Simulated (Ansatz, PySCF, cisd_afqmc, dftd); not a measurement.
Species: HF, charge 0, singlet. HF (SMILES F).
B3LYP-D3(BJ)/def2-TZVP minimum from Ansatz (an electronic-structure program):
```xyz
2

F      0.0000     0.0000    -0.0925
H      0.0000     0.0000     0.8321
```
Charge 0, spin multiplicity 1.

Wanted: enthalpy of formation at 298 K (by atomisation, with ideal-gas terms from PySCF's Hessian at B3LYP-D3(BJ)/def2-TZVP and the atoms' measured values of the G2/97 table; no spin-orbit terms), in kcal/mol. Radicals and triplets start from unrestricted determinants; spin-orbit coupling is neglected. Cores are frozen in correlated methods. Rows without X2C or -DK are non-relativistic. The Monte Carlo rows (phaseless AFQMC, CISD trial, step 0.005/hartree) carry one-sigma bars that omit the constraint's bias. Outlying blocks are dropped, and bars are widened where a walk drifts. Over all cases where full CI ran beside it in this data, AFQMC minus full CI had a median of +0.1 mEh and passed +0.4 mEh in a tenth of the cases. CBS(X,Y): correlation extrapolated as X^-3, Hartree-Fock from the larger set (Q,5: extrapolated as (X+1)exp(-9√X)). A bracket is a step between two methods taken in the basis named. Functionals run without relativity, which enters their misses. 'core' is core correlation in cc-pwCVTZ, 'X2C' scalar relativity in cc-pVTZ-DK, both at CCSD(T). Full CI freezes restricted core orbitals, also for open shells; the composite that ends in it estimates full CI at the basis-set limit. Where a partner has so few electrons that a lower coupled-cluster level is exact, that level stands in.

Measured: -65.2 kcal/mol, -272.7 kJ/mol (Active Thermochemical Tables 1.112 (ions: stationary electron), as tabulated in the package chemicals); atomic spin-orbit terms, which the calculations lack, would raise the computed values.

| level | program | enthalpy of formation at 298 K (kcal/mol) | error against that value |
|---|---|---|---|
| PBE/def2-TZVPD | Ansatz | -65.3 | -0.1 |
| r2SCAN-D3(BJ)/def2-TZVPD | Ansatz + dftd3 | -61.4 | 3.8 |
| PBE0/def2-TZVPD | Ansatz | -60.1 | 5.1 |
| wB97M-V/def2-TZVPD | Ansatz | -63.0 | 2.2 |
| MP2/cc-pVTZ | Ansatz | -65.0 | 0.2 |
| MP2/cc-pVQZ | Ansatz | -68.4 | -3.2 |
| CCSD/cc-pVDZ | Ansatz | -49.7 | 15.5 |
| CCSDT(Q)/cc-pV5Z | Ansatz | -64.9 | 0.3 |
| AFQMC/CISD/cc-pVQZ | cisd_afqmc | -64.0 ± 0.2 | 1.2 |
| CCSD(T)/CBS(cc-pVQZ,cc-pV5Z) + [AFQMC/CISD - CCSD(T)]/cc-pVTZ + core + X2C | Ansatz + cisd_afqmc | -65.9 ± 0.2 | -0.7 |
| CCSD(T)/CBS(cc-pVQZ,cc-pV5Z) + [CCSDT(Q) - CCSD(T)]/cc-pV5Z + [FCI - CCSDT(Q)]/cc-pVDZ + core + X2C | Ansatz | -65.7 | -0.5 |
